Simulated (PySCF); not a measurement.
**H$_{2}$N, SMILES `[NH2]` (charge 0, multiplicity 2)**

All values below come from CAM-B3LYP-D3(BJ)/def2-TZVP (PySCF).

* **highest occupied spin orbital**: -10.18 eV
* **dipole moment**: 1.98 D
* **total energy**: -55.8756 Ha
* **cost**: roughly 12 core-seconds

Bonds (Å): N1–H2 1.026, N1–H3 1.026. Angles (°): H2–N1–H3 103.7.
Charge 0, spin multiplicity 2.
